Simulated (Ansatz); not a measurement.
# A ladder of methods for PH3F+ (SMILES F[PH3+])

The species is PH3F+ (5 atoms), meant as a singlet with charge +1. SMILES: `F[PH3+]`. Geometry: relaxed at GFN2-xTB.

```xyz
5

F    -1.3655    0.2504    0.3411
P     0.1226   -0.0224   -0.0307
H     0.0382   -0.4286   -1.3494
H     0.4861   -1.0083    0.8681
H     0.7186    1.2089    0.1708
```

Quantity: the energy change with the P2–H5 bond stretched from 1.383 to 1.728 Å, in eV. The values are calculated.

```tsv
level	kind	program	value (eV)	less FCI/STO-3G
HF/STO-3G (restricted)	Hartree–Fock	Ansatz	1.20	+0.40
BLYP/STO-3G (restricted)	GGA	Ansatz	0.62	-0.18
r2SCAN/STO-3G (restricted)	meta-GGA	Ansatz	0.76	-0.04
BHLYP/STO-3G (restricted)	global hybrid	Ansatz	0.98	+0.18
HSE06/STO-3G (restricted)	range-separated hybrid	Ansatz	0.83	+0.03
wB97X/STO-3G (restricted)	range-separated hybrid	Ansatz	0.90	+0.10
B2PLYP/STO-3G (restricted)	double hybrid	Ansatz	0.88	+0.08
MP2/STO-3G (restricted)	perturbation theory	Ansatz	0.98	+0.18
CCSDTQ/STO-3G (restricted)	coupled cluster or CI	Ansatz	0.80	0.00
FCI/STO-3G	exact in the basis	Ansatz	0.80	0.00
```

FCI/STO-3G is exact within its basis and frozen core, so for wave-function methods in that basis the difference is their error; functionals converge differently with the basis, so for them it is only a difference. The first shape isn't each level's own minimum. The values span 0.62 to 1.20 eV. All rows use very small basis sets, so none should be taken for the real molecule's value.
